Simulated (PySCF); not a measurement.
C₅H₉O (doublet state).
Cartesian coordinates in Å at the GFN2-xTB level; atoms count from 1:
```xyz
15
C5H9O angstrom
C     -2.2686    0.3916   -0.2755
C     -1.0315   -0.3974   -0.2118
O     -0.8897   -1.1262    0.9813
C      0.2102    0.5433   -0.4350
C      1.4732   -0.2461   -0.4009
C      2.3878   -0.1442    0.5464
H     -2.7706    0.6914    0.6240
H     -2.6127    0.7803   -1.2126
H     -1.0056   -1.1516   -1.0103
H     -0.9582   -0.5173    1.7255
H      0.2139    1.3044    0.3482
H      0.0871    1.0310   -1.4031
H      1.5934   -0.9599   -1.2049
H      3.2825   -0.7424    0.5432
H      2.2846    0.5512    1.3637
```

The hyperfine couplings belong to this conformer and change with its torsions.

The species is `[CH2][C@H](O)CC=C` [radical].

The calculation used UKS B3LYP, pcH-1 on C H O, non-relativistic, mean-field spin-orbit, GIAO (PySCF 2.14.0). Geometry: GFN2-xTB, one conformer, isolated molecule. Couplings are sensitive to structure, and on GFN2-xTB geometries they can be far from those on DFT ones. No stability test was run, so a lower SCF solution isn't excluded.

Q: Match the computed a_iso(13C) values +92.9, +77.5, -34.5, +7.3, +1.5 MHz with the sites C1; C2; C4; C5; C6.

A: 
| site | a_iso (MHz) | ρ(0) (bohr⁻³) | position | distance from C1 (Å) | spin population | largest \|T\| (MHz) |
| --- | --- | --- | --- | --- | --- | --- |
| C1 | +92.9 | +0.0826 | largest spin population | 0.00 | +1.08 | 161.9 |
| C2 | -34.5 | -0.0307 | 1 bond from C1 | 1.47 | -0.08 | 2.2 |
| C4 | +77.5 | +0.0689 | 2 bonds from C1 | 2.49 | +0.05 | 11.9 |
| C5 | +7.3 | +0.0065 | 3 bonds from C1 | 3.80 | 0.00 | 3.6 |
| C6 | +1.5 | +0.0013 | 4 bonds from C1 | 4.76 | +0.01 | 2.1 |

ρ(0) is the spin density at the nucleus and T the dipolar tensor; entries for several nuclei are means. The Mulliken spin populations are largest on C1 (+1.08) and C2 (-0.08). C1 is the only atom above +0.15. The angles at C1 add up to 359.5°, so it is planar; its axial dipolar tensor and the negative couplings of its protons fit spin in a p orbital normal to that plane.

The spin density at the nucleus, in bohr⁻³, is negative for C2 (-0.0307), H7/H8 (-0.0141) and O3 (-0.0013), for instance. A restricted open-shell determinant has no negative spin density anywhere; here it arises because α and β orbitals differ (spin polarisation).

Class means assume fast exchange of nuclei equivalent by connectivity; if that motion is slow, each nucleus keeps its own coupling.
